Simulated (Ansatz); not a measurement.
Rock-salt MgS was calculated with G0W0@PBEsol (Ansatz, a program for electronic structure, hard PAW, contour deformation).

The cell has the measured lattice parameters. Conventional cell: a = 5.2033 Å, b = 5.2033 Å, c = 5.2033 Å, α = 90.00°, β = 90.00°, γ = 90.00°.

The quasiparticle gap at Γ at a fixed k mesh 4×4×4:

| response cutoff | value (eV) |
|---|---|
| 150 eV, 270 empty bands | 5.039 |
| 200 eV, 416 empty bands | 5.068 |
| 250 eV, 581 empty bands | 5.088 |
| 300 eV, 763 empty bands | 5.101 |

**Question.** Taking the value to converge with the response cutoff E as E^(−3/2), extrapolate from the last two rows.

**Answer.** With y = y∞ + c/w and weights w = 3953 and 5196 for the last two rows, y∞ = (w2 y2 − w1 y1)/(w2 − w1) = (5196 × 5.101 − 3953 × 5.088)/1243 = 5.142 eV, which lies 0.041 beyond the last row. Successive pairs of rows give 5.122, 5.138, 5.142. The limit also hangs on the law assumed, so its last digits aren't firm.

The other settings are not extrapolated, so this is the limit in one setting alone.

At the last cutoff the smallest gap on this mesh is 4.24 eV, with an edge away from Γ.
